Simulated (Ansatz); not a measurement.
Input for Ansatz (a quantum-chemistry and plane-wave program): R-PBE/def2-TZVPP on ammonia (SMILES N), atoms moved off the minimum.

Ansatz 0.2 input:
```yaml
crystal:
  periodic: [false, false, false]
  atoms:
    - {symbol: N, position_ang: [0.05133620, 0.00684887, 0.04538082]}
    - {symbol: H, position_ang: [-0.48990299, -0.74092656, -0.14861394]}
    - {symbol: H, position_ang: [-0.35746412, 0.89582453, -0.16139267]}
    - {symbol: H, position_ang: [1.02604184, -0.11491944, -0.29648963]}
basis:
  gaussian:
    orbitals: def2-TZVPP
hamiltonian:
  xc: {name: PBE}
scf: {lower_state_search: off}
output: {forces: true}
```

The log:

```
WARN ansatz: RAYON_NUM_THREADS=1 ignored (pool sized by the plan → 1); use --threads N
Functional definition: PBE
these checks for a lower state are left out or cut short: stability, starts, cluster_reference, orbital_swaps, neighbouring_geometries, increment
integrals: 0.01 GiB planned
332 factors; their error is unknown
mean field: 0.11 GiB planned
mean field evaluation 1: about -1528.9199 eV, gradient 6.9e1 eV
mean field evaluation 2: about -1509.4975 eV, gradient 1.1e2 eV
mean field evaluation 4: about -1537.5174 eV, gradient 5.3e-1 eV
mean field evaluation 8: about -1537.5146 eV, gradient 1.6e-2 eV
mean field evaluation 16: about -1537.5146 eV, gradient 6.0e-6 eV
mean field -1537.51460460 eV, -56.5026195541 hartree, gradient 6.0e-6 eV, S^2 0.000000; 0 other end points of the search recorded, 0 dependent functions left out
the calculation of the forces begins
reference -1537.51462641 eV, -56.5026203559 hartree; 5, 5 occupied and 68, 68 virtual orbitals, 332 factors
Total energy: -1537.51462641 eV, -56.5026203559 hartree
Atom 0 at     0.051336     0.006849     0.045381 Å, force     3.564131     2.200967     1.200737 eV/Å
Atom 1 at    -0.489903    -0.740927    -0.148614 Å, force    -2.277910    -2.897855    -0.989143 eV/Å
Atom 2 at    -0.357464     0.895825    -0.161393 Å, force    -0.129366     0.374746    -0.386717 eV/Å
Atom 3 at     1.026042    -0.114919    -0.296490 Å, force    -1.156855     0.322142     0.175123 eV/Å
Dipole moment:    -0.011924     0.001103    -0.232463 e Å
Checks for a lower state left out: stability, starts, cluster_reference, orbital_swaps, neighbouring_geometries, increment
```

The calculation finished and met its thresholds.

Cost: very roughly 0.5 core-seconds.
